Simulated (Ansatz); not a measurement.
**CH4MgO (SMILES C[O][MgH]): single points off equilibrium**

How do the functionals fare away from a minimum? The structure is a structure displaced at random from a GFN2-xTB minimum.

Computed with Ansatz 0.2.0, Gaussian basis. Level: single points in def2-TZVPP.

Cores are frozen in the correlated methods. The outer core shell of Li, Na, Mg and K is correlated. B3LYP uses VWN-RPA correlation.

## Step 1: The starting structure

SMILES `C[O][MgH]`, 7 atoms, charge 0, spin multiplicity 1.

Atoms are counted from 1 here; the program's logs count them from 0.

Bond lengths: C1–O2 1.400 Å, C1–H4 0.959 Å, C1–H5 1.234 Å, C1–H6 1.120 Å, O2–Mg3 1.700 Å, Mg3–H7 1.416 Å. Angles: O2–C1–H4 111.8°, O2–C1–H5 107.9°, O2–C1–H6 114.3°, H4–C1–H5 107.4°, H4–C1–H6 110.2°, H5–C1–H6 104.7°, C1–O2–Mg3 175.2°, O2–Mg3–H7 172.5°.

Geometry (Å):

```
C    -0.65770    0.89250   -0.12710
O     0.13460   -0.25910   -0.05760
Mg    1.06320   -1.66520    0.16590
H    -0.78700    1.18150   -1.03200
H    -0.06630    1.79650    0.46900
H    -1.64440    0.80590    0.39610
H     1.96910   -2.75020    0.25440
```

## Step 2: CCSD(T)/def2-TZVPP

The input, run/in.yaml:

```yaml
crystal:
  periodic: [false, false, false]
  atoms:
    - {symbol: C, position_ang: [-0.657700, 0.892500, -0.127100]}
    - {symbol: O, position_ang: [0.134600, -0.259100, -0.057600]}
    - {symbol: Mg, position_ang: [1.063200, -1.665200, 0.165900]}
    - {symbol: H, position_ang: [-0.787000, 1.181500, -1.032000]}
    - {symbol: H, position_ang: [-0.066300, 1.796500, 0.469000]}
    - {symbol: H, position_ang: [-1.644400, 0.805900, 0.396100]}
    - {symbol: H, position_ang: [1.969100, -2.750200, 0.254400]}
basis:
  gaussian: {orbitals: def2-TZVPP}
correlation: {method: ccsd_t}
output: {forces: true}
```

The command line of these runs was not kept.

## Step 3: PBE0-D4/def2-TZVPP

run/in.yaml: that of step 2 with these lines changed.

```diff
@@ -12,3 +12,3 @@
   gaussian: {orbitals: def2-TZVPP}
-correlation: {method: ccsd_t}
-output: {forces: true}
+hamiltonian: {xc: pbe0, dispersion: d4}
+output: {forces: true, orbitals: {seedname: orbitals}}
```

## Step 4: wB97M-V/def2-TZVPP

run/in.yaml: that of step 3 with these lines changed.

```diff
@@ -12,3 +12,3 @@
   gaussian: {orbitals: def2-TZVPP}
-hamiltonian: {xc: pbe0, dispersion: d4}
-output: {forces: true, orbitals: {seedname: orbitals}}
+hamiltonian: {xc: {name: wB97M-V}}
+output: {forces: true}
```

## Step 5: r2SCAN-D4/def2-TZVPP

run/in.yaml: that of step 4 with these lines changed.

```diff
@@ -12,3 +12,3 @@
   gaussian: {orbitals: def2-TZVPP}
-hamiltonian: {xc: {name: wB97M-V}}
+hamiltonian: {xc: r2scan, dispersion: d4}
 output: {forces: true}
```

## Step 6: PBE-D4/def2-TZVPP

run/in.yaml: that of step 5 with these lines changed.

```diff
@@ -12,3 +12,3 @@
   gaussian: {orbitals: def2-TZVPP}
-hamiltonian: {xc: r2scan, dispersion: d4}
+hamiltonian: {xc: pbe, dispersion: d4}
 output: {forces: true}
```

## Step 7: SPW92/def2-TZVPP

run/in.yaml: that of step 6 with these lines changed.

```diff
@@ -12,3 +12,3 @@
   gaussian: {orbitals: def2-TZVPP}
-hamiltonian: {xc: pbe, dispersion: d4}
+hamiltonian: {xc: lda}
 output: {forces: true}
```

## Step 8: B3LYP-D4/def2-TZVPP

run/in.yaml: that of step 7 with these lines changed.

```diff
@@ -12,3 +12,3 @@
   gaussian: {orbitals: def2-TZVPP}
-hamiltonian: {xc: lda}
+hamiltonian: {xc: {name: B3LYP}, dispersion: d4}
 output: {forces: true}
```

(Steps that only read results are left out.)

**Question.** What will these runs give? Wanted: energy less free atoms, CCSD(T)/def2-TZVPP; RMS force component; RMS force error; HOMO and LUMO, PBE0-D4; T1 diagnostic.

**Answer**, as computed:

```
                                  quantity                                                                                          value
energy less free atoms, CCSD(T)/def2-TZVPP                                                                                -491.4 kcal/mol
                       RMS force component                                                           2.651 to 2.758 eV/Å over the methods
                           RMS force error  PBE0-D4 0.134, wB97M-V 0.050, r2SCAN-D4 0.065, PBE-D4 0.129, SPW92 0.242, B3LYP-D4 0.048 eV/Å
                    HOMO and LUMO, PBE0-D4                                                                             -7.04 and -0.30 eV
                             T1 diagnostic                                                                                          0.011
```

Against CCSD(T) the functionals' energies less atoms differ by -87.7 to -9.4 kcal/mol, PBE-D4 by -19.8 kcal/mol. CCSD(T) in triple zeta still lacks some correlation energy of the bonds, so part of these gaps is its own basis error and they don't rank the functionals. The forces of B3LYP-D4 come nearest to CCSD(T), those of SPW92 are farthest. Frozen-core CCSD(T) forces in triple zeta carry basis errors of their own, and this is one geometry, so small gaps rank nothing.
